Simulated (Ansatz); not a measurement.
**CH3LiS: vertical ionisation energy**

An exercise on one series of results from a longer session: the logs are not shown, and one member is left open.

The runs use Ansatz 0.2.0, Gaussian basis; unrestricted cation, the program's frozen cores in correlated methods.

Levels to be run: UKS PBE-D4/def2-TZVPP; UKS r2SCAN-D4/def2-TZVPP; UKS PBE0-D4/def2-TZVPP; UKS B3LYP-D4/def2-TZVPP; UKS wB97X-V/def2-TZVPP; UKS wB97M-V/def2-TZVPP; UKS B2PLYP/def2-TZVPP; UHF-CCSD(T)/def2-TZVPP; UHF-MP2/def2-QZVPP; extrapolation to the limit; then −ε(HOMO) from the neutral's earlier runs with LDA (SPW92), PBE-D4, revPBE-D4, BLYP-D4, r2SCAN-D4, B97M-V, PBE0-D4, B3LYP-D4, r2SCANh-D4, r2SCAN0-D4, HSE06-D4, BHLYP-D4, CAM-B3LYP-D4, LC-ωPBE, ωB97X-V, ωB97M-V.

## Structure used throughout

All runs share one geometry, relaxed beforehand with PBE0-D4 in a triple-zeta def2 set.

SMILES `[Li][S]C`, 6 atoms, charge 0, spin multiplicity 1.

Atoms are counted from 1 here; the program's logs count them from 0.

Bond lengths: Li1–S2 2.134 Å, S2–C3 1.823 Å, C3–H4 1.092 Å, C3–H5 1.091 Å, C3–H6 1.092 Å. Angles: Li1–S2–C3 108.6°, S2–C3–H4 112.0°, S2–C3–H5 108.5°, S2–C3–H6 111.8°, H4–C3–H5 107.8°, H4–C3–H6 108.8°, H5–C3–H6 107.8°.

Coordinates:

```xyz
6

Li   -0.4944   -2.3507    1.0173
S    -1.0867   -0.7383   -0.2485
C     0.2076    0.5440   -0.2016
H     1.1808    0.1552   -0.5070
H    -0.0670    1.3380   -0.8977
H     0.3018    0.9877    0.7913
```

Set-up of the first run:

in.yaml

```yaml
crystal:
  periodic: [false, false, false]
  atoms:
    - {symbol: Li, position_ang: [-0.494439, -2.350655, 1.017318]}
    - {symbol: S, position_ang: [-1.086716, -0.738317, -0.248549]}
    - {symbol: C, position_ang: [0.207626, 0.544025, -0.201612]}
    - {symbol: H, position_ang: [1.180827, 0.155201, -0.507012]}
    - {symbol: H, position_ang: [-0.066979, 1.338050, -0.897696]}
    - {symbol: H, position_ang: [0.301781, 0.987697, 0.791251]}
basis:
  gaussian: {orbitals: def2-TZVPP}
total_charge: 1
magnetization: {spin_polarized: true, initial_magnetization: 1}
hamiltonian: {xc: pbe, dispersion: d4}
```

Steps of the session up to this table: Cation, UKS PBE-D4/def2-TZVPP; Cation, UKS r2SCAN-D4/def2-TZVPP; Cation, UKS PBE0-D4/def2-TZVPP; Cation, UKS B3LYP-D4/def2-TZVPP; Cation, UKS wB97X-V/def2-TZVPP; Cation, UKS wB97M-V/def2-TZVPP; Cation, UKS B2PLYP (frozen core)/def2-TZVPP; Cation, UHF-CCSD(T)/def2-TZVPP; Cation, UHF-MP2/def2-QZVPP.

One table of the session follows, with a row left open; its other results are not shown here.

It belongs to the step «Ionisation energies side by side». Orbital estimates, from the neutral's runs:

| functional | −ε(HOMO) (eV) |
| --- | --- |
| LDA (SPW92) | 4.13 |
| PBE-D4 | 4.02 |
| revPBE-D4 | 3.97 |
| BLYP-D4 | 3.89 |
| r2SCAN-D4 | 4.19 |
| B97M-V | 4.23 |
| PBE0-D4 | 5.11 |
| B3LYP-D4 | 4.91 |
| r2SCANh-D4 | 4.60 |
| r2SCAN0-D4 | 5.23 |
| HSE06-D4 | 4.71 |
| BHLYP-D4 | 6.11 |
| CAM-B3LYP-D4 | 6.40 |
| LC-ωPBE | 7.74 |
| ωB97X-V | 7.40 |
| ωB97M-V | ? |

Q: Estimate the row for ωB97M-V from the others.

**Answer.** −ε(HOMO) (eV): 7.28. In the column «−ε(HOMO) (eV)» it lies between CAM-B3LYP-D4 (6.40) and ωB97X-V (7.40).
